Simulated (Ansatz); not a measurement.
**AlBH₂ (triplet): from Hartree-Fock to the top rungs, def2-QZVPP**

The task here is to estimate one member of a computed series from the others.

Method: def2-QZVPP, core rule «outside noble gas», up to 6 orbitals frozen; program: Ansatz 0.2.0, Gaussian basis.

To be run: UHF; ROHF; CCSD(T) on UHF.

2 further runs of the same task are left out: 2 set aside as unsound or not needed.

## The geometry

The geometry is a PBE0/def2-TZVP stationary point (not a proven minimum) of the parent state, kept for this charge and spin.

4 atoms, charge 0, spin multiplicity 3.

Atoms are counted from 1 here; the program's logs count them from 0.

Bond lengths: B1–Al2 2.240 Å, B1–H3 1.206 Å, B1–H4 1.206 Å. Angles: Al2–B1–H3 123.6°, Al2–B1–H4 123.6°, H3–B1–H4 112.9°.

As a file:

```xyz
4
AlBH2
B     0.0000    0.0000    1.4848
Al    0.0000    0.0000   -0.7557
H     0.0000    1.0050    2.1514
H     0.0000   -1.0050    2.1514
```

Set-up of the first run:

The input, in.yaml:

```yaml
crystal:
  periodic: [false, false, false]
  atoms:
    - {symbol: B, position_ang: [0.000000, 0.000000, 1.484785]}
    - {symbol: Al, position_ang: [0.000000, 0.000000, -0.755666]}
    - {symbol: H, position_ang: [0.000000, 1.004980, 2.151421]}
    - {symbol: H, position_ang: [0.000000, -1.004980, 2.151421]}
basis:
  gaussian: {orbitals: "def2-QZVPP.json"}
magnetization: {spin_polarized: true, initial_magnetization: 2}
hamiltonian: {xc: hf}
output: {orbitals: {seedname: orbitals}}
```

Started as:

```console
> ansatz run in.yaml --threads 1 --pin off --events-out ev --progress --plain --max-ram 2393MiB
```

Steps of the session up to this table: UHF; ROHF; CCSD(T) on UHF.

One of the session's tables, all rows but one given; the rest of the session is left out.

It belongs to the step «Misses and costs». 

```
  method  from UCCSD(T) (kJ/mol)
    ROHF                  +513.2
     UHF                  +500.0
    UMP2                       ?
   UCCSD                   +22.2
UCCSD(T)                       0
```

**Question.** Estimate the row for UMP2.

**Answer.** from UCCSD(T) (kJ/mol): +92.4. In the column «from UCCSD(T) (kJ/mol)» it lies between UCCSD (+22.2) and UHF (+500.0).
